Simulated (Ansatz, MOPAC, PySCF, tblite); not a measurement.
System: CH2, triplet: symmetric bend, bond length relaxed. Scanned: H-C-H angle. Other coordinates (C-H bond length) were minimised at PBE0/def2-TZVP.

- GFN2-xTB, 300 K electronic temperature (tblite)
- UKS-B3LYP/6-31G* = unrestricted B3LYP/6-31G*, spherical d run with PySCF
- PM3, unrestricted, heats of formation (MOPAC)
- FCI/def2-SVP = full CI/def2-SVP, frozen core run with Ansatz (a quantum-chemistry and plane-wave program)

Energies relative to the lowest point of each profile, in kJ/mol; the last columns give the difference from FCI:

```
a / °   GFN2-xTB  UKS-B3LYP/6-31G*    PM3  FCI/def2-SVP  GFN2-xTB − FCI/def2-SVP  UKS-B3LYP/6-31G* − FCI/def2-SVP  PM3 − FCI/def2-SVP
------  --------  ----------------  -----  ------------  -----------------------  -------------------------------  ------------------
170.61      12.7              21.9    2.6          26.8                    -14.1                             -4.9               -24.2
164.22      10.4              18.2    1.6          22.4                    -12.0                             -4.2               -20.8
154.99       6.1              11.1    0.2          14.0                     -7.9                             -2.9               -13.9
148.68       3.1               6.2    0.0           8.3                     -5.1                             -2.0                -8.3
140.64       0.3               1.4    1.6           2.5                     -2.2                             -1.1                -0.9
130.24       0.0               0.0    7.9           0.0                      0.0                              0.0                 7.9
124.78       2.1               2.4   13.6           1.9                      0.2                              0.5                11.7
114.83      11.3              13.6   29.1          12.3                     -0.9                              1.3                16.9
108.79      21.1              25.5   42.4          23.6                     -2.5                              1.9                18.8
100.83      39.7              47.8   65.2          44.8                     -5.2                              3.0                20.3
93.19       64.9              77.2   93.9          72.6                     -7.8                              4.6                21.3
84.95      101.5             118.4  133.4         111.4                     -9.8                              7.0                22.0
78             —             161.6      —         151.7                        —                              9.9                   —
66.65          —             250.2      —         234.8                        —                             15.4                   —
```

GFN2-xTB is furthest from FCI/def2-SVP at 170.61 (-14.1 kJ/mol, below); its mean absolute difference over the points is 5.6 kJ/mol.

UKS-B3LYP/6-31G* is furthest from FCI/def2-SVP at 66.65 (15.4 kJ/mol, above); its mean absolute difference over the points is 4.2 kJ/mol.

PM3 is furthest from FCI/def2-SVP at 170.61 (-24.2 kJ/mol, below); its mean absolute difference over the points is 15.6 kJ/mol.

Dashes: no converged value, or the column stops at the first point that the program doubted or that broke a chosen test of continuity, which isn't proof of a fault.

The scan ran from 180.0 to 60.0; beyond the range shown the relaxed coordinates jump or full CI changes its symmetry label.
